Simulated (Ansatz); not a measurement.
For wurtzite CdSe, PBE-D3(BJ) (plane waves, PAW; Ansatz, a first-principles code) gives:

```
Item                                     Value
------------------------------  --------------
equilibrium lattice constant a         4.322 Å
lattice parameter c                    7.064 Å
formation enthalpy              -0.557 eV/atom
```

### Question
What does PBE0 in Ansatz (plane waves, PAW) give for the same quantities?

### Answer

- lattice constant a: 4.344 Å (rises by 0.5 %)
- lattice parameter c: 7.084 Å (grows by 0.3 %)
- formation enthalpy: -0.766 eV/atom (moves by -0.209 eV/atom)

For comparison: lattice constant a 4.298 Å (measured, temperature not stated, no zero-point or thermal correction; as tabulated in PVEducation, CdSe (wurtzite), citing its ref. 1); lattice parameter c 7.015 Å (measured, temperature not stated, not corrected to a static lattice; as tabulated in PVEducation, CdSe (wurtzite), citing its ref. 1); formation enthalpy -0.75 eV/atom (measured, 298 K, no zero-point or thermal correction; as tabulated in Zhang et al. (2018), doi:10.1038/s41524-018-0065-z).

Changes are worked out from the printed values.

Unless a cell is named, each level is at its own relaxed cell (PBE-D3(BJ) 28.56, PBE0 28.95 Å³/atom).

Ansatz's density-functional and Hartree–Fock values are scalar-relativistic unless marked +SOC, with PAW data made under PBE.
